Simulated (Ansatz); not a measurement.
`OCCCO`, relaxed with RKS PBE0-D4/def2-TZVP in the Gaussian-basis code of Ansatz from a PBE-D4/def2-SVP geometry. The force threshold is 0.005 eV/Å; the program also tests the step.

Charge 0, multiplicity 1.

Start:

```xyz
13

O     1.191    0.373    1.650
C     1.332   -0.276    0.395
C     0.203    0.046   -0.586
C    -1.187   -0.331   -0.066
O    -2.226   -0.044   -0.985
H     1.245    1.332    1.483
H     2.319   -0.053   -0.082
H     1.332   -1.365    0.619
H     0.386   -0.469   -1.554
H     0.222    1.140   -0.814
H    -1.344    0.153    0.928
H    -1.227   -1.428    0.111
H    -2.247    0.924   -1.100
```

Task: By how much does the energy fall, and how many steps does the optimiser take? (Estimate.)

Result: Computed: 5.54 kJ/mol, in 6 steps.

Task: Which bonds change most? (An estimate is asked.)

Result: The calculation gave: C4–H11 from 1.117 to 1.097 Å; C2–H7 from 1.118 to 1.098 Å; C4–H12 from 1.112 to 1.094 Å; C2–H8 from 1.112 to 1.094 Å.

Task: Give the relaxed structure. (Best estimate.)

Result: The calculation gave: 
```xyz
13

O     1.206    0.400    1.630
C     1.314   -0.279    0.394
C     0.199    0.062   -0.577
C    -1.173   -0.341   -0.071
O    -2.204   -0.054   -0.994
H     1.324    1.339    1.468
H     2.289   -0.089   -0.074
H     1.281   -1.344    0.642
H     0.388   -0.437   -1.534
H     0.215    1.142   -0.780
H    -1.367    0.126    0.902
H    -1.205   -1.424    0.081
H    -2.267    0.899   -1.089
```
